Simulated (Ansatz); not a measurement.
**Two structures, one formula**

Two relaxed structures of CH5MgSi (charge -1), closed shell (PBE0-D4/def2-TZVPD; forces vanish, vibrations not checked).

A:

```
atom    x (Å)    y (Å)    z (Å)
  C1  -1.4355   1.5401  -1.5865
 Mg2  -0.5716   0.4032  -0.2070
 Si3   1.1297  -1.1473   1.1001
  H4  -2.2807   1.1893  -2.1934
  H5  -1.4890   2.6333  -1.4989
  H6   1.7367  -0.5310   2.3380
  H7   2.3582  -1.6620   0.3889
  H8   0.5522  -2.4256   1.6589
```

B:

C1  (0.974, -1.009, 0.998)
Mg2  (-0.003, 0.229, -0.472)
Si3  (-1.228, 1.710, -2.159)
H4  (-2.420, 0.786, -1.782)
H5  (-1.449, 2.593, -0.899)
H6  (1.274, -0.437, 1.887)
H7  (1.887, -1.478, 0.601)
H8  (0.327, -1.825, 1.350)
(Å)

Program: Ansatz 0.2.0. Basis: def2-TZVPPD. Cores are frozen in the correlated methods. The outer core shell of Li, Na, Mg and K is correlated. The def2 sets are not built for correlating such inner shells, so the correlated values are less sure here. B3LYP uses VWN-RPA correlation.

**Question.** Which structure is lower at CCSD(T), and by how much? (To be estimated.)

**Answer.** By the calculation: B, by 27.47 kcal/mol (electronic energy, against the other). By their contacts, A is CH₅MgSi ([CH2][Mg][SiH3]), total charge -1 and B is CH₅MgSi ([CH3][Mg][SiH2]), total charge -1.

All methods give the same order:

```json
{"method": "PBE-D4", "E(B) − E(A) (kcal/mol)": "-30.60"}
{"method": "r2SCAN-D4", "E(B) − E(A) (kcal/mol)": "-29.28"}
{"method": "PBE0-D4", "E(B) − E(A) (kcal/mol)": "-32.23"}
{"method": "B3LYP-D4", "E(B) − E(A) (kcal/mol)": "-29.01"}
{"method": "wB97M-V", "E(B) − E(A) (kcal/mol)": "-31.86"}
{"method": "HF", "E(B) − E(A) (kcal/mol)": "-28.93"}
{"method": "MP2", "E(B) − E(A) (kcal/mol)": "-27.49"}
{"method": "CCSD", "E(B) − E(A) (kcal/mol)": "-28.30"}
{"method": "CCSD(T)", "E(B) − E(A) (kcal/mol)": "-27.47"}
```

T1 diagnostic: at most 0.017. The restricted Hartree–Fock reference is unstable towards an unrestricted one at one or more of these structures.

Labels in which every atom is bracketed show which atoms are joined, not bond orders.

For scale, one of the runs: CCSD(T)/def2-TZVPPD, 205 basis functions, launched by `ansatz run in.yaml --threads 2 --pin off --events-out ev --progress --plain --max-ram 4352MiB`. Time: 72 s of wall clock on 2 CPU threads of an Arm Neoverse V2; the host was shared. Peak host memory: 2.7 GiB.
